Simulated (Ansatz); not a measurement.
Reaction (SMILES): [OH] (OH) → H atom + O atom
B3LYP-D3(BJ)/def2-TZVP geometries, fixed; electronic energies without zero-point terms.
Largest species:
```xyz
2

O      0.0000     0.0000    -0.1085
H      0.0000     0.0000     0.8682
```
Charge 0, spin multiplicity 2.

Basis-set convergence of the atomisation energy at PBE0 with Ansatz (a first-principles code). Cartesian d functions, on some or all atoms, in 6-31G*, 6-31+G*; all else is spherical. The program fits the integrals of some runs and decomposes those of others, by size. Open shells are unrestricted. No added dispersion term, no relativity. Functions are those of the species that has most. Reference: the value in aug-cc-pV5Z, 105.77 kcal/mol, itself unsure by roughly 0.02 kcal/mol (its mean distance from pcseg-4, aug-pcseg-3, aug-cc-pVQZ). Deviations are taken from unrounded values.

```json
[
 {"basis": "6-31G*", "functions": "17", "atomisation energy (kcal/mol)": "99.70"},
 {"basis": "6-31+G*", "functions": "21", "atomisation energy (kcal/mol)": "101.36"},
 {"basis": "cc-pVDZ", "functions": "19", "atomisation energy (kcal/mol)": "100.04"},
 {"basis": "aug-cc-pVDZ", "functions": "32", "atomisation energy (kcal/mol)": "104.45"},
 {"basis": "def2-SVP", "functions": "19", "atomisation energy (kcal/mol)": "101.97"},
 {"basis": "def2-SVPD", "functions": "31", "atomisation energy (kcal/mol)": "105.87"},
 {"basis": "pcseg-1", "functions": "19", "atomisation energy (kcal/mol)": "101.79"},
 {"basis": "aug-pcseg-1", "functions": "32", "atomisation energy (kcal/mol)": "104.87"},
 {"basis": "6-311G**", "functions": "24", "atomisation energy (kcal/mol)": "102.59"},
 {"basis": "6-311+G**", "functions": "28", "atomisation energy (kcal/mol)": "104.37"},
 {"basis": "def2-TZVP", "functions": "37", "atomisation energy (kcal/mol)": "104.10"},
 {"basis": "def2-TZVPD", "functions": "49", "atomisation energy (kcal/mol)": "104.98"},
 {"basis": "cc-pVTZ", "functions": "44", "atomisation energy (kcal/mol)": "104.40"},
 {"basis": "aug-cc-pVTZ", "functions": "69", "atomisation energy (kcal/mol)": "105.54"},
 {"basis": "pcseg-2", "functions": "44", "atomisation energy (kcal/mol)": "105.43"},
 {"basis": "aug-pcseg-2", "functions": "69", "atomisation energy (kcal/mol)": "105.82"},
 {"basis": "def2-TZVPP", "functions": "45", "atomisation energy (kcal/mol)": "105.10"},
 {"basis": "def2-TZVPPD", "functions": "57", "atomisation energy (kcal/mol)": "105.68"},
 {"basis": "cc-pVQZ", "functions": "85", "atomisation energy (kcal/mol)": "105.28"},
 {"basis": "aug-cc-pVQZ", "functions": "126", "atomisation energy (kcal/mol)": "105.76"},
 {"basis": "def2-QZVPP", "functions": "87", "atomisation energy (kcal/mol)": "105.49"},
 {"basis": "def2-QZVPPD", "functions": "99", "atomisation energy (kcal/mol)": "105.70"},
 {"basis": "pcseg-3", "functions": "93", "atomisation energy (kcal/mol)": "105.78"},
 {"basis": "aug-pcseg-3", "functions": "134", "atomisation energy (kcal/mol)": "105.81"},
 {"basis": "cc-pV5Z", "functions": "146", "atomisation energy (kcal/mol)": "105.63"},
 {"basis": "aug-cc-pV5Z", "functions": "207", "atomisation energy (kcal/mol)": "105.77"}
]
```

What the diffuse functions change, pair by pair:
- 6-31G* to 6-31+G*: 4 more functions, deviation -6.06 to -4.41 kcal/mol
- cc-pVDZ to aug-cc-pVDZ: 13 more functions, deviation -5.73 to -1.32 kcal/mol
- def2-SVP to def2-SVPD: 12 more functions, deviation -3.79 to 0.11 kcal/mol
- pcseg-1 to aug-pcseg-1: 13 more functions, deviation -3.98 to -0.89 kcal/mol
- 6-311G** to 6-311+G**: 4 more functions, deviation -3.18 to -1.40 kcal/mol
- def2-TZVP to def2-TZVPD: 12 more functions, deviation -1.66 to -0.78 kcal/mol
- cc-pVTZ to aug-cc-pVTZ: 25 more functions, deviation -1.36 to -0.22 kcal/mol
- pcseg-2 to aug-pcseg-2: 25 more functions, deviation -0.34 to 0.06 kcal/mol
- def2-TZVPP to def2-TZVPPD: 12 more functions, deviation -0.66 to -0.08 kcal/mol
- cc-pVQZ to aug-cc-pVQZ: 41 more functions, deviation -0.48 to 0.00 kcal/mol
- def2-QZVPP to def2-QZVPPD: 12 more functions, deviation -0.27 to -0.07 kcal/mol
- pcseg-3 to aug-pcseg-3: 41 more functions, deviation 0.01 to 0.05 kcal/mol
- cc-pV5Z to aug-cc-pV5Z: 61 more functions, deviation -0.14 to 0.00 kcal/mol

Leaving out the reference's own pair, they bring the value nearer the reference by more than 0.02 kcal/mol in 11 of 12 pairs.
